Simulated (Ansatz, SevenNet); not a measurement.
For chalcopyrite AgInTe2, the machine-learned potential SevenNet-l3i5 (trained on PBE and PBE+U data) gives:

- lattice parameter a: 6.567 Å
- c axis length: 13.038 Å
- bulk modulus: 35.0 GPa

**Question.** What does LDA (Ansatz, an electronic-structure program, plane waves, PAW) give for the same quantities?

**Answer.** 
- lattice constant a: 6.354 Å (decreases by 3.2 %)
- lattice parameter c: 12.634 Å (shrinks by 3.1 %)
- bulk modulus: 50.0 GPa (goes up by 43 %)

Changes are worked out from the printed values.

Unless a cell is named, each level is at its own relaxed cell (SevenNet-l3i5 35.14, LDA 31.88 Å³/atom).

Caveats: the bulk modulus is −V dP/dV from two relaxed cells at ±2 % in volume (LDA). Ansatz's density-functional and Hartree–Fock values are scalar-relativistic unless marked +SOC, with PAW data made under PBE.
